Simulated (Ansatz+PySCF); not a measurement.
Results of a calculation; reference values are marked as such.
## PySCF 2.14.0 run

```python
from pyscf import gto, scf, mp

mol = gto.M(atom="""
Be 0.000000 0.000000 0.244650
H 0.000000 0.000000 -1.053620
""", basis={'Be': 'cc-pcvtz', 'H': 'cc-pvtz'}, charge=0, spin=1)
mf = scf.UHF(mol)
mf.kernel()
pt = mp.MP2(mf, frozen=None).run()
print(mf.e_tot, pt.e_corr, pt.e_tot)
```

The script is written out from the run's settings.

Results

| Item | Value |
| --- | --- |
| Converged | yes |
| Reference energy | -15.15222 hartree |
| Correlation energy | -0.07392 hartree |
| Total energy | -15.22614 hartree |
| Spin squared of the determinant | 0.752 |
